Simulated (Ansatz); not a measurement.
Gas-phase electronic energies from Ansatz, PBE0-D4/def2-TZVP geometries. CCSD(T)/CBS is the MP2 limit (def2-TZVPP, def2-QZVPP) plus CCSD(T) − MP2 in def2-TZVPP, frozen cores. This one scheme is used for every species. Functionals use def2-TZVPP. One conformer a species, not always the lowest.

Reaction (substitution at a C–F bond): `FC1CO1` + H₂S → `SC1CO1` + H–F

`FC1CO1`:

Z-matrix (Å, degrees):
```
C
C 1 1.449
O 1 1.374 2 61.2
F 1 1.351 2 118.9 3 104.9
H 1 1.087 2 124.3 3 -105.1
H 2 1.086 1 118.0 3 -102.4
H 2 1.086 1 120.8 3 101.9
```

H₂S:

Z-matrix (Å, degrees):
```
S
H 1 1.341
H 1 1.341 2 92.3
```

`SC1CO1`:

Cartesian coordinates in Å:
```
S 1.265 -1.439 0.313
C -0.057 -0.508 -0.431
C -0.411 0.858 -0.075
O -1.228 -0.246 0.305
H 1.371 -0.684 1.419
H -0.219 -0.850 -1.451
H -0.841 1.523 -0.819
H 0.121 1.345 0.739
```

H–F:

Z-matrix (Å, degrees):
```
F
H 1 0.920
```

```tsv
species	BHLYP-D4 energy (Eh)
`FC1CO1`	-253.01874
H₂S	-399.40149
`SC1CO1`	-551.96802
H–F	-100.45188
```

**Question.** Work out ΔE.

**Answer.** ΔE = (-551.96802) + (-100.45188) − (-253.01874) − (-399.40149) = 0.00033 Eh = +0.2 kcal/mol. CCSD(T)/CBS gives -3.6 kcal/mol.

Largest T1 diagnostic among the species: 0.012.

In def2-TZVPP, CCSD(T) changes the Hartree–Fock value by −5.7 kcal/mol (the triples alone add −0.9 kcal/mol) and MP2 by −8.6 kcal/mol. Leaving LDA and LC-ωPBE aside and taking each functional with its dispersion term where it has one, the values, not all of them listed here, spread over 3.9 kcal/mol, from revPBE-D4 to CAM-B3LYP-D4. The D4 term adds −1.8 kcal/mol with B3LYP and −0.9 kcal/mol with PBE0; it sums over pairs of atoms, weighted by their polarisabilities, and B3LYP, whose exchange is more repulsive, gets the larger term.

B3LYP here is the variant with VWN-RPA as its local correlation; programs differ in this.
